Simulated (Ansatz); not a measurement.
Elements on the sites of an ideal rock salt lattice, at a guessed lattice constant:

```
CELL_PARAMETERS angstrom
2.27828 2.27828 4.55656
-2.27828 -2.27828 4.55656
6.83484 -4.55656 2.27828
ATOMIC_POSITIONS crystal
C 0.95000 0.75000 0.60000
C 0.85000 0.25000 0.80000
C 0.35000 0.75000 0.80000
C 0.75000 0.75000 0.00000
C 0.15000 0.75000 0.20000
C 0.05000 0.25000 0.40000
C 0.55000 0.75000 0.40000
C 0.45000 0.25000 0.60000
C 0.25000 0.25000 0.00000
C 0.65000 0.25000 0.20000
Sc 0.10000 0.50000 0.80000
Sc 0.80000 0.00000 0.40000
Sc 0.70000 0.50000 0.60000
Sc 0.90000 0.50000 0.20000
Mo 0.20000 0.00000 0.60000
Mo 0.60000 0.00000 0.80000
Mo 0.40000 0.00000 0.20000
Mo 0.30000 0.50000 0.40000
Ta 0.00000 0.00000 0.00000
Ta 0.50000 0.50000 0.00000
```

Cell and atoms were relaxed without symmetry on coarser meshes and computed once more. All numbers below come from DFT PBE, scalar-relativistic, plane waves, PAW (Ansatz).

Plane waves to 420 eV, a k mesh through Γ of 7×7×4 on the computed 20-atom cell and Gaussian smearing (0.10 eV); no spin polarisation.

The relaxation ran on 3×3×2 (shifted) and then 4×4×3 k points with a smearing of 0.1 eV, from sites shaken by 0.02 Å.

Task: What does the relaxation give?

Result: A volume of 11.12 Å³/atom and no gap on the mesh. It lies 0.42 eV/atom below the elements' standard states (static lattices, no corrections for gases). The atoms leave their sites by 0.06 Å (root mean square) and 0.11 Å at most, and the cell stretches by up to 0.4 % at fixed volume.

```yaml
crystal:
  lattice:
    - [2.24256, 2.24360, 4.47594]
    - [-2.23124, -2.23311, 4.46503]
    - [6.67642, -4.43695, 2.23843]
  atoms:
    - { symbol: C, position: [0.95575, 0.75229, 0.59864] }
    - { symbol: C, position: [0.84925, 0.24148, 0.80386] }
    - { symbol: C, position: [0.34684, 0.75730, 0.80382] }
    - { symbol: C, position: [0.73908, 0.76068, 0.99937] }
    - { symbol: C, position: [0.16261, 0.74876, 0.19818] }
    - { symbol: C, position: [0.06619, 0.24073, 0.39945] }
    - { symbol: C, position: [0.53439, 0.75810, 0.39950] }
    - { symbol: C, position: [0.44578, 0.24648, 0.59864] }
    - { symbol: C, position: [0.26165, 0.23811, 0.99940] }
    - { symbol: C, position: [0.63918, 0.24997, 0.19816] }
    - { symbol: Sc, position: [0.09878, 0.49939, 0.80256] }
    - { symbol: Sc, position: [0.80127, 0.99940, 0.39762] }
    - { symbol: Sc, position: [0.70115, 0.49939, 0.59788] }
    - { symbol: Sc, position: [0.89930, 0.49951, 0.20136] }
    - { symbol: Mo, position: [0.19901, 0.99932, 0.60216] }
    - { symbol: Mo, position: [0.60692, 0.99942, 0.78619] }
    - { symbol: Mo, position: [0.39528, 0.99951, 0.20940] }
    - { symbol: Mo, position: [0.29597, 0.49932, 0.40816] }
    - { symbol: Ta, position: [0.99915, 0.99938, 0.00176] }
    - { symbol: Ta, position: [0.50139, 0.49947, 0.99731] }
```

Spin-orbit coupling is left out, which matters for the bands of heavy elements.

Cost: 2 runs of about 5.7 core-minutes in all (earlier runs that led there not counted), on Intel Xeon 6975P-C (Granite Rapids) (shared hosts).